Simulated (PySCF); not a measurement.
C₄H₅NS (charge -1 and doublet state).
Structure used (GFN2-xTB), in Å, numbered top down from 1:
```xyz
11
C4H5NS angstrom
C     -1.7176    0.0731    0.0874
C     -0.2521   -0.2526    0.0693
N      0.1159   -1.5285    0.3364
S      1.8030   -1.6288    0.2975
C      2.0279    0.0972   -0.0235
C      0.7534    0.6518   -0.1996
H     -2.1236    0.0047    1.1018
H     -2.2783   -0.6270   -0.5366
H     -1.8823    1.0861   -0.2834
H      2.9679    0.4320   -0.4283
H      0.5913    1.6947   -0.4469
```

The species is `N1=C(C)[CH-][CH]S1` [radical] (charge -1).

Computed with UKS B3LYP, pcH-1 on C H N S, non-relativistic, mean-field spin-orbit, GIAO in PySCF. Whether the extra electron is bound in the gas phase wasn't checked; a finite basis holds it in any case. A GFN2-xTB geometry isn't a minimum of the functional, and hyperfine couplings can be far from their values at a DFT geometry, by a factor of two or more for some ions and for spin on atoms past the first row. No stability test was run, so a lower SCF solution isn't excluded.

Problem. The isotropic 1H couplings, averaged over equivalent nuclei, are -11.7, +7.4, -2.8 MHz. Assign them to H7/H8/H9; H10; H11.

Solution. 
```json
{"site": "H7/H8/H9", "a_iso (MHz)": "+7.4", "ρ(0) (bohr⁻³)": "+0.0017", "position": "3 bonds from N3", "distance from C5 (Å)": "4.25", "bound to": "C1", "spin population there": "0.00", "largest |T| (MHz)": "3.2"}
{"site": "H10", "a_iso (MHz)": "-11.7", "ρ(0) (bohr⁻³)": "-0.0026", "position": "1 bond from C5", "distance from C5 (Å)": "1.08", "bound to": "C5", "spin population there": "+0.46", "largest |T| (MHz)": "19.6"}
{"site": "H11", "a_iso (MHz)": "-2.8", "ρ(0) (bohr⁻³)": "-0.0006", "position": "2 bonds from C5", "distance from C5 (Å)": "2.19", "bound to": "C6", "spin population there": "+0.01", "largest |T| (MHz)": "4.6"}
```

ρ(0) is the spin density at the nucleus and T the dipolar tensor; a_iso includes a spin–orbit part; entries for several nuclei are means. The Mulliken spin populations are largest on C5 (+0.46), N3 (+0.30) and S4 (+0.17). Three atoms exceed +0.15. Main spin sites, with 60 % or more of the largest population: N3, C5; positions count bonds from the nearest.

Nuclei that the bonding pattern makes equivalent are averaged, as if the motion that swaps them (rotation, inversion, ring flip) were fast. The three 1H nuclei of mean +7.4 MHz run from -0.6 to 13.0 MHz in the frozen geometry.

The SMILES `CC1=NS[CH][CH-]1` draws the unpaired electron on C5, whose computed spin population is only +0.46.
